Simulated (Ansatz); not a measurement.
Input file:

```yaml
crystal:
  periodic: [false, false, false]
  atoms:
    - {symbol: Ga, position_ang: [0.000000, 0.000000, 1.669000]}
    - {symbol: O, position_ang: [0.000000, 0.000000, -0.188300]}
    - {symbol: O, position_ang: [0.000000, 0.000000, -1.480700]}
basis:
  gaussian: {orbitals: cc-pVDZ, fitting: {mean_field: def2-universal-jkfit}, point_charges: [{charge: -1.00, position_ang: [3.110, 0.161, -0.862]}]}
magnetization: {spin_polarized: true, initial_magnetization: 3}
correlation: {method: mp2, electrons: outside_noble_gas}
```

```sh
$ ansatz run in.yaml --threads 1 --pin off --events-out ev --progress --plain --max-ram 2393MiB
```

The program prints:

```
420 factors; integrals over basis functions are off by at most 9.0e-2 eV
mean field evaluation 1: about -56400.9001 eV, gradient 1.7e1 eV
mean field evaluation 2: about -56402.0100 eV, gradient 6.6e0 eV
mean field evaluation 4: about -56402.2354 eV, gradient 1.5e0 eV
mean field evaluation 8: about -56402.2735 eV, gradient 2.0e-1 eV
mean field evaluation 16: about -56402.2116 eV, gradient 2.2e0 eV
mean field evaluation 32: about -56402.3431 eV, gradient 8.8e-1 eV
mean field evaluation 64: about -56401.5920 eV, gradient 1.7e-2 eV
mean field -56402.35793387 eV, -2072.7484231783 hartree, gradient 3.1e-6 eV, S^2 3.804412; 12 other end points of the search recorded, 0 dependent functions left out
16 core orbitals not correlated, not the lowest: weight in the atoms' cores, before any rotation towards them, 0.857 or more for the frozen orbitals, at most 0.139 for the correlated occupied ones
reference -56402.35793387 eV, -2072.7484231783 hartree; 9, 6 occupied and 30, 33 virtual orbitals, 420 factors
second order -10.00231509 eV of doubles, -0.00000000 eV of singles
Total energy: -56412.36024896 eV, -2073.1160014781 hartree
```

Ran on 1 thread of Arm Neoverse V2, shared host: 7 s wall, 0.17 GiB peak host memory.
